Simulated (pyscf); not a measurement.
This saddle point was located with ωB97X-D3(BJ)/def2-SVP in PySCF.

```
Si
H 1 1.5048
O 1 1.9120 2 102.20
H 3 0.9708 1 113.53 2 -18.50
H 3 1.2920 4 110.95 1 61.85
As 1 2.3515 2 101.90 3 107.18
H 6 1.5181 1 95.51 2 151.21
H 6 1.5211 7 93.23 1 92.24
```

Surface: singlet, charge 0. Lowest wavenumbers (cm⁻¹): 1596i, 124, 141, 283, 381.

### Question
Name the species on either side of this saddle.

### Answer
`[SiH][AsH2]` [singlet] + `[OH2]` ⇌ `[OH][SiH2][AsH2]`, an insertion read from left to right: H–O broken and O–Si, H–Si formed. At CCSD(T)/def2-TZVPP + ΔMP2(QZVPP) it lies +47.5 kJ/mol from the left side and +329.3 kJ/mol from the right (each side as separated species at their lowest minima found). On the reactant side the descent ends in an adduct with a O–Si contact, 71.5 kJ/mol under the separated species and 107.4 kJ/mol under the saddle at ωB97X-D3(BJ)/def2-TZVP. What is counted as formed (O–Si) is already present as a longer contact in the reactant adduct; forming that adduct is a step of its own. At ωB97X-D3(BJ) the barrier from the zero used here is 35.9 kJ/mol. From the product side, HO–SiH₂• + AsH₂• lies, by one bond made or cut, 38.6 kJ/mol under this saddle at ωB97M-D3(BJ). :HSi–AsH₂ [singlet] lies 70.3 kJ/mol over its isomer H₂Si=AsH, and others may lie lower still (electronic energy, ωB97M-D3(BJ)). One saddle was located; it need not be the lowest between these sides. The CCSD(T) − MP2 part came from Ansatz, without density fitting, on the same reference. The frozen core leaves the outer d or s,p core shells of the metals and heavy elements correlated in the MP2 and CC values, and def2-TZVPP describes them poorly, which can shift differences by a few kcal/mol. Elements up to Kr have no core potential and no relativistic terms here.
